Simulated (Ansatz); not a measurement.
# CH₃B+ (quartet): wave-function methods side by side, def2-TZVPP

An exercise on one series of results from a longer session: the logs are not shown, and one member is left open.

Method: def2-TZVPP, core rule «outside noble gas», up to 2 orbitals frozen; program: Ansatz 0.2.0, Gaussian basis.

The runs, in order: UHF; ROHF; CCSD(T) on UHF.

2 further runs of the same task are left out: 2 set aside as unsound or not needed.

### The geometry

The geometry is a PBE0/def2-TZVP stationary point (not a proven minimum) of the parent state, kept for this charge and spin.

5 atoms, charge 1, spin multiplicity 4.

Atoms are counted from 1 here; the program's logs count them from 0.

Bond lengths: B1–C2 1.496 Å, B1–H3 1.202 Å, B1–H4 1.196 Å, C2–H5 1.082 Å. Angles: C2–B1–H3 119.8°, C2–B1–H4 120.9°, H3–B1–H4 119.3°, B1–C2–H5 144.8°.

Set-up of the first run:

Input file in.yaml:

```yaml
crystal:
  periodic: [false, false, false]
  atoms:
    - {symbol: B, position_ang: [0.000000, 0.050359, 0.739783]}
    - {symbol: C, position_ang: [0.000000, -0.101482, -0.748988]}
    - {symbol: H, position_ang: [0.000000, 1.148901, 1.227395]}
    - {symbol: H, position_ang: [0.000000, -0.908685, 1.455152]}
    - {symbol: H, position_ang: [0.000000, 0.428910, -1.692336]}
basis:
  gaussian: {orbitals: def2-TZVPP}
total_charge: 1
magnetization: {spin_polarized: true, initial_magnetization: 3}
hamiltonian: {xc: hf}
output: {orbitals: {seedname: orbitals}}
```

Started as:

```
ansatz run in.yaml --threads 1 --pin off --events-out ev --progress --plain --max-ram 4096MiB --backend cpu
```

Steps of the session up to this table: UHF; ROHF; CCSD(T) on UHF.

One of the session's tables, all rows but one given; the rest of the session is left out.

It belongs to the step «Misses and costs». 

```
  method  from UCCSD(T) (meV)
    ROHF              +6237.2
     UHF              +5966.8
    UMP2              +1086.0
   UCCSD                    ?
UCCSD(T)                    0
```

Q: Estimate the row for UCCSD from the others.

**Answer.** from UCCSD(T) (meV): +192.3. In the column «from UCCSD(T) (meV)» it lies between UCCSD(T) (0) and UMP2 (+1086.0).
